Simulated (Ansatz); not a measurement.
# BH₆NSi: one species, many methods

Aim: compute BH₆NSi with functionals from several rungs and with coupled cluster, and see how far each lands from CCSD(T) at the basis-set limit for the atomisation energy.

Program: Ansatz 0.2.0, Gaussian basis. Level of theory: functionals in def2-TZVPP, the program's frozen cores in correlated methods. These are calculated values, not measurements.

Levels to be run: LDA (SPW92), PBE-D4, revPBE-D4, BLYP-D4, r2SCAN-D4, B97M-V, PBE0-D4, B3LYP-D4, r2SCANh-D4, r2SCAN0-D4, HSE06-D4, BHLYP-D4, CAM-B3LYP-D4, LC-ωPBE, ωB97X-V, ωB97M-V, B2PLYP, PBE-QIDH; CCSD(T)/def2-SVP; CCSD(T)/def2-TZVPP; MP2/def2-QZVPP; extrapolation to the limit; RPA on PBE.

### 1 The geometry

An earlier PBE0-D4 in a triple-zeta def2 set relaxation fixed the geometry.

SMILES `BN[SiH3]`, 9 atoms, charge 0, spin multiplicity 1.

Atoms are counted from 1 here; the program's logs count them from 0.

Bond lengths: B1–N2 1.399 Å, B1–H4 1.198 Å, B1–H5 1.198 Å, N2–Si3 1.745 Å, N2–H6 1.011 Å, Si3–H7 1.487 Å, Si3–H8 1.480 Å, Si3–H9 1.487 Å. Angles: N2–B1–H4 119.0°, N2–B1–H5 119.6°, H4–B1–H5 121.4°, B1–N2–Si3 126.7°, B1–N2–H6 116.6°, Si3–N2–H6 116.7°, N2–Si3–H7 110.4°, N2–Si3–H8 107.6°, N2–Si3–H9 110.4°, H7–Si3–H8 110.4°, H7–Si3–H9 107.7°, H8–Si3–H9 110.4°.

### 2 LDA

This LDA is Slater exchange with PW92 correlation.

Input file in.yaml:

```yaml
crystal:
  periodic: [false, false, false]
  atoms:
    - {symbol: B, position_ang: [-0.782651, 0.803200, -1.073310]}
    - {symbol: N, position_ang: [0.104439, 0.642294, -0.003963]}
    - {symbol: Si, position_ang: [0.541468, -0.858853, 0.771378]}
    - {symbol: H, position_ang: [-1.318575, -0.164283, -1.533241]}
    - {symbol: H, position_ang: [-0.990811, 1.899248, -1.509622]}
    - {symbol: H, position_ang: [0.536190, 1.482636, 0.356168]}
    - {symbol: H, position_ang: [2.006688, -1.088961, 0.666207]}
    - {symbol: H, position_ang: [-0.200496, -1.945119, 0.093341]}
    - {symbol: H, position_ang: [0.192148, -0.816362, 2.216042]}
basis:
  gaussian: {orbitals: def2-TZVPP}
hamiltonian: {xc: lda}
output: {orbitals: {seedname: orbitals}}
```

On the command line:

```console
> ansatz run in.yaml --threads 4 --pin off --events-out ev --progress --plain --max-ram 10444MiB
```

After this run come: PBE-D4 (GGA); revPBE-D4 (GGA); BLYP-D4 (GGA); r2SCAN-D4 (meta-GGA); B97M-V (meta-GGA); PBE0-D4 (hybrid); B3LYP-D4 (hybrid); r2SCANh-D4 (hybrid); r2SCAN0-D4 (hybrid); HSE06-D4 (hybrid); BHLYP-D4 (hybrid); CAM-B3LYP-D4 (range-separated); LC-ωPBE (range-separated); ωB97X-V (range-separated); ωB97M-V (range-separated); B2PLYP (double hybrid); PBE-QIDH (double hybrid); CCSD(T) in def2-SVP; CCSD(T) in def2-TZVPP; MP2 in def2-QZVPP; RPA on PBE orbitals.

Q: Predict the results of all the runs planned. Wanted: atomisation energy, CCSD(T)/CBS; farthest beyond LDA; mean size of error, GGA; mean size of error, meta-GGA; mean size of error, hybrid; mean size of error, range-separated; mean size of error, double hybrid; gap, smallest and largest; T1 diagnostic.

As calculated:

| quantity | value |
| --- | --- |
| atomisation energy, CCSD(T)/CBS | 31.253 eV |
| functionals within 0.156 eV (0.5 %) | PBE-D4, BLYP-D4, r2SCAN-D4, B97M-V, r2SCANh-D4 |
| farthest beyond LDA | revPBE-D4 (-0.491 eV) |
| mean size of error, GGA | 0.202 eV |
| mean size of error, meta-GGA | 0.072 eV |
| mean size of error, hybrid | 0.216 eV |
| mean size of error, range-separated | 0.263 eV |
| mean size of error, double hybrid | 0.238 eV |
| gap, smallest and largest | 5.98 eV (LDA (SPW92)), 13.36 eV (LC-ωPBE) |
| T1 diagnostic | 0.0123 |
| triples share of the correlation energy | 3.4 % |

What this shows: The LDA atomisation energy is off by 3.516 eV (11 %): it overbinds. PBE-D4 misses by +0.071 eV. Double hybrids carry the basis error of their MP2 part in triple zeta, and no dispersion term here, so their miss is partly the set-up's. By mean error the best rung here is meta-GGA (0.072 eV) and the worst beyond LDA is range-separated (0.263 eV). The reference freezes the cores and leaves out relativity and excitations past (T), so misses under about 0.156 eV can't be ranked. Hartree-Fock recovers 76 % of the binding; the rest is correlation. CCSD(T) in def2-SVP is off by -1.821 eV, worse than the median functional, from the basis alone. The gap grows from 6.0 to 13.4 eV across the functionals, mostly with the share of exact exchange.
